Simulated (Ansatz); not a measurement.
in.yaml

```yaml
crystal:
  periodic: [false, false, false]
  atoms:
    - {symbol: P, position_ang: [0.045627, 0.000000, 0.000000]}
    - {symbol: H, position_ang: [0.161577, 0.000000, -1.514668]}
    - {symbol: H, position_ang: [-0.862630, 1.078238, 0.000000]}
    - {symbol: H, position_ang: [-0.862630, -1.078238, 0.000000]}
    - {symbol: H, position_ang: [0.161577, 0.000000, 1.514668]}
basis:
  gaussian: {orbitals: 6-31G}
magnetization: {spin_polarized: false, initial_magnetization: 1}
correlation: {method: fci, electrons: outside_noble_gas}
```

```sh
$ ansatz run in.yaml --threads 1 --pin off --events-out ev --progress --plain --max-ram 2393MiB
```

The program prints:

```
450 factors; integrals over basis functions are off by at most 1.5e-7 eV
mean field evaluation 1: about -9329.3897 eV, gradient 8.1e0 eV
mean field evaluation 2: about -9329.3940 eV, gradient 8.1e0 eV
mean field evaluation 4: about -9329.7296 eV, gradient 2.7e-1 eV
mean field evaluation 8: about -9329.7302 eV, gradient 1.4e-6 eV
mean field -9329.73015931 eV, -342.8612594362 hartree, gradient 1.9e-6 eV, S^2 0.750000; 0 other end points of the search recorded, 0 dependent functions left out
mean field evaluation 16: about -9329.9296 eV, gradient 7.5e-1 eV
5 core orbitals not correlated: weight in the atoms' cores, before any rotation towards them, 1.000 or more for the frozen orbitals, at most 0.000 for the correlated occupied ones
reference -9329.73015931 eV, -342.8612594362 hartree; 5, 4 occupied and 11, 12 virtual orbitals, 450 factors
state -9332.51878504 eV, -342.9637395417 hartree
Total energy: -9332.51878504 eV, -342.9637395417 hartree
```

Natural occupations: 1.9838 1.9628 1.9624 1.9602 1.0014 0.0373 0.0342 0.0285 0.0088 0.0048 0.0047 0.0045 0.0034 0.0013 0.0010 0.0008.

Ran on 1 thread of Intel Xeon Platinum 8259CL, shared host: 21 s wall, 0.28 GiB peak host memory.
